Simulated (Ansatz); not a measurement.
# CH3O radical (SMILES [CH2]O): one structure at several levels

One table from this session's results is given with a row withheld; the runs are named, their logs left out.

Method: single points in def2-TZVPP; program: Ansatz 0.2.0, Gaussian basis.

Cores are frozen in the correlated methods. Orbitals are unrestricted.

## Starting geometry

SMILES `[CH2]O`, 5 atoms, charge 0, spin multiplicity 2.

Atoms are counted from 1 here; the program's logs count them from 0.

Bond lengths: C1–O2 1.557 Å, C1–H3 0.940 Å, C1–H4 1.168 Å, O2–H5 0.842 Å. Angles: O2–C1–H3 119.8°, O2–C1–H4 106.1°, H3–C1–H4 122.5°, C1–O2–H5 111.3°.

Coordinates:

| atom | x (Å) | y (Å) | z (Å) |
| --- | --- | --- | --- |
| C1 | -0.4658 | -0.4054 | 0.0420 |
| O2 | 0.3293 | 0.9271 | 0.1730 |
| H3 | -1.3737 | -0.3864 | -0.2012 |
| H4 | 0.2841 | -1.1883 | -0.3923 |
| H5 | 1.1465 | 0.7830 | 0.3177 |

Set-up of the first run:

File run/in.yaml:

```yaml
crystal:
  periodic: [false, false, false]
  atoms:
    - {symbol: C, position_ang: [-0.465800, -0.405400, 0.042000]}
    - {symbol: O, position_ang: [0.329300, 0.927100, 0.173000]}
    - {symbol: H, position_ang: [-1.373700, -0.386400, -0.201200]}
    - {symbol: H, position_ang: [0.284100, -1.188300, -0.392300]}
    - {symbol: H, position_ang: [1.146500, 0.783000, 0.317700]}
basis:
  gaussian: {orbitals: def2-TZVPP}
magnetization: {spin_polarized: true, initial_magnetization: 1}
correlation: {method: ccsd_t}
scf: {omitted_lower_state_checks: [cluster_reference]}
output: {forces: true}
```

The command line of these runs was not kept.

Steps of the session up to this table: CCSD(T)/def2-TZVPP; PBE0-D4/def2-TZVPP; wB97M-V/def2-TZVPP; r2SCAN-D4/def2-TZVPP; PBE-D4/def2-TZVPP; wB97X-V/def2-TZVPP; BHLYP-D4/def2-TZVPP.

One of the session's tables, all rows but one given; the rest of the session is left out.

```
   method  RMS force component (eV/Å)  angle to CCSD(T) forces (°)  dipole (D)
  CCSD(T)                       5.587                    reference        1.52
  PBE0-D4                       5.635                          1.5        1.52
  wB97M-V                       5.582                          1.3        1.52
r2SCAN-D4                       5.565                          0.3        1.49
   PBE-D4                       5.680                          1.7        1.40
  wB97X-V                       5.671                          1.3        1.54
 BHLYP-D4                           ?                            ?           ?
```

Estimate the missing values for BHLYP-D4.

**Answer.** RMS force component (eV/Å): 5.483; angle to CCSD(T) forces (°): 2.9; dipole (D): 1.65. In the column «RMS force component (eV/Å)» it is the lowest.
